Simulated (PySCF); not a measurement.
**PN(OH) + H₂O → PO₂ + NH₃**

Level: PBE0 in the def2-TZVP basis family, all electrons, no relativity, computed in PySCF with density fitting; open shells unrestricted.

```tsv
species	state and structure	E (Eh)	ZPE (kJ/mol)	H(298 K) − H(0) (kJ/mol)	S° (J/(mol K))
PN(OH)	doublet, Cs, O–H 0.967 Å, P–N 1.559 Å, P–O 1.621 Å; H–O–P 113.7°, N–P–O 110.0°	-471.66642	44.7	12.1	270.3
H₂O	singlet, C2v, O–H 0.960 Å (×2); H–O–H 105.1°	-76.37736	56.5	9.9	188.7
PO₂	doublet, C2v, P–O 1.465 Å (×2); O–P–O 134.7°	-491.58679	17.2	10.8	254.3
NH₃	singlet, C3v, N–H 1.013 Å (×3); H–N–H 107.1° (×3)	-56.51312	90.6	10.0	192.4
```

What is the electronic reaction energy?

At PBE0/def2-TZVP, ΔE = -147.4 kJ/mol from the differences of the total energies times 2625.5, downhill. 

Add zero-point, thermal and entropy terms for 298.15 K and 1 bar.

ΔZPE = 6.6 and Δ[H(298) − H(0)] = -1.2 kJ/mol give ΔH° = -142.0 kJ/mol. ΔS° = -12.3 J/(mol K), so ΔG° = -142.0 − 298.15 × (-0.0123) = -138 kJ/mol and log₁₀K = 24.2.

Only the bonding shown was studied: isomers, or loss of a ligand pair, can lie lower.
